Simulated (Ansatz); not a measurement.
Saddle point of CH₇AlO, singlet (AlH₃O ([OH][AlH2]) + CH₄ → CH₅Al ([CH3][AlH2]) + H₂O (still joined by a long Al–O bond); bonds formed: Al1–C6, O2–H5; bonds broken: H5–C6; bonds weakened to dative contacts: Al1–O2), PBE0-D4/def2-TZVP structure:

```
atom    x (Å)    y (Å)    z (Å)
 Al1  -0.7475   0.4799  -0.6240
  O2   1.0462   1.0225  -0.7607
  H3  -1.1436  -0.4370  -1.8598
  H4  -1.7008   1.5965  -0.0344
  H5   0.8868   0.1788   0.0635
  C6   0.0659  -0.6821   0.9522
  H7   1.5696   0.7276  -1.5110
  H8   0.7512  -1.5301   0.8669
  H9   0.2041  -0.2059   1.9248
 H10  -0.9319  -1.1503   0.9828
```

Energies are electronic, without zero-point energy. Barriers and step energies count from the start structure reached by relaxing down the imaginary mode; all methods use the PBE0-D4 structures, on which another method's saddle can fall below an end. Program: Ansatz 0.2.0. Basis: def2-TZVPP, with def2-QZVPP for the basis limit. Cores are frozen in the correlated methods. B3LYP uses VWN-RPA correlation. Extrapolation: Hartree–Fock as exp(−7.88 √X), correlation as X^−2.97.

```tsv
method	barrier (kcal/mol)	step energy (kcal/mol)
SPW92	22.19	14.23
PBE-D4	29.47	17.25
BLYP-D4	34.83	20.41
r2SCAN-D4	?	17.63
B97M-V	36.06	17.91
PBE0-D4	31.65	16.33
B3LYP-D4	36.06	19.42
r2SCAN0-D4	32.98	16.91
BHLYP-D4	39.16	18.79
CAM-B3LYP-D4	35.92	18.79
wB97X-V	35.31	17.69
wB97M-V	35.10	17.46
B2PLYP	36.75	19.39
PBE-QIDH	?	16.66
RPA on PBE	36.37	18.14
HF	?	20.05
MP2	35.24	18.40
CCSD	38.24	18.03
CCSD(T)	36.31	17.77
```

Question: Fill in the withheld barriers. (An estimate is asked for; the value comes from the calculation.)

Answer: The calculation gives: HF 48.53; PBE-QIDH 33.90; r2SCAN-D4 31.31 kcal/mol. Each is the energy of the saddle less that of the start structure, by the same method.

For comparison, the barrier by CCSD(T) at an estimated basis limit (MP2 extrapolated from triple and quadruple zeta, plus CCSD(T) − MP2 in triple zeta) is 36.09 kcal/mol.

T1 diagnostic: at most 0.011.

Labels in which every atom is bracketed show which atoms are joined, not bond orders.

For scale, one of the runs: CCSD(T)/def2-TZVPP, 202 basis functions, launched by `ansatz run in.yaml --threads 2 --pin off --events-out ev --progress --plain --max-ram 4352MiB`. Hardware: 2 CPU threads of an Arm Neoverse V1, shared host. Wall time 48 s; peak host memory 2.5 GiB.
